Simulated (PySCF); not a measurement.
## SiO: input and log

State: ¹Σ⁺ (singlet), closed shell.

An equivalent input (the run itself took its basis sets from the Basis Set Exchange, started from a PBE0 density and held the occupation σ 7α 7β, πx 2α 2β, πy 2α 2β):

```python
from pyscf import gto, scf, cc
mol = gto.M(atom='Si 0 0 0; O 0 0 1.524', basis={'Si': 'def2-SVP', 'O': 'def2-SVP'},
            charge=0, spin=0, verbose=4, symmetry='C2v')
mf = scf.RHF(mol)
mf.irrep_nelec = {'A1': 14, 'B1': 4, 'B2': 4}
mf.conv_tol = 1e-9
mf.max_cycle = 60
mf.diis_space = 10
mf.kernel()
mycc = cc.CCSD(mf, frozen=[0, 1, 2, 3, 4, 5])
mycc.run(conv_tol=1e-7, conv_tol_normt=1e-5, max_cycle=80, diis_space=8)
et = mycc.ccsd_t()
```

The SCF ended at -363.63435711 hartree. The coupled-cluster part of the log:

```
******** <class 'pyscf.cc.ccsd.CCSD'> ********
CC2 = 0
CCSD nocc = 5, nmo = 26
frozen orbitals [0, 1, 2, 3, 4, 5]
max_cycle = 80
direct = 0
conv_tol = 1e-07
conv_tol_normt = 1e-05
diis_space = 8
diis_start_cycle = 0
diis_start_energy_diff = 1e+09
Init t2, MP2 energy = -363.907581716326  E_corr(MP2) -0.273224603026488
Init E_corr(CCSD) = -0.273224603026532
cycle = 1  E_corr(CCSD) = -0.260753282443967  dE = 0.0124713206  norm(t1,t2) = 0.0974658
cycle = 2  E_corr(CCSD) = -0.278736432620971  dE = -0.0179831502  norm(t1,t2) = 0.0455091
cycle = 3  E_corr(CCSD) = -0.276277630942432  dE = 0.00245880168  norm(t1,t2) = 0.0326909
cycle = 4  E_corr(CCSD) = -0.278452489762277  dE = -0.00217485882  norm(t1,t2) = 0.00888488
cycle = 5  E_corr(CCSD) = -0.2786999030261  dE = -0.000247413264  norm(t1,t2) = 0.00166167
cycle = 6  E_corr(CCSD) = -0.278527790235104  dE = 0.000172112791  norm(t1,t2) = 0.000610791
cycle = 7  E_corr(CCSD) = -0.278526255298351  dE = 1.53493675e-06  norm(t1,t2) = 0.000161122
cycle = 8  E_corr(CCSD) = -0.27853273382002  dE = -6.47852167e-06  norm(t1,t2) = 4.52846e-05
cycle = 9  E_corr(CCSD) = -0.278530281719538  dE = 2.45210048e-06  norm(t1,t2) = 1.48459e-05
cycle = 10  E_corr(CCSD) = -0.27853021839895  dE = 6.33205884e-08  norm(t1,t2) = 3.39155e-06
CCSD converged
E(CCSD) = -363.9128873316984  E_corr = -0.2785302183989496
CCSD(T) correction = -0.0116955263785516
```

T1 diagnostic 0.031, D1 0.067, 10 electrons correlated.

Repeating this along the bond gives Re = 1.537 Å and ωe = 1206 cm⁻¹.

A point of this curve took 0.16 CPU seconds beside 0.015 for the integrals, on Arm Neoverse V2 (shared host).

Correlated steps freeze 6 core orbitals. The CCSD T1 diagnostic is raised, a sign that a single reference may not be enough here.
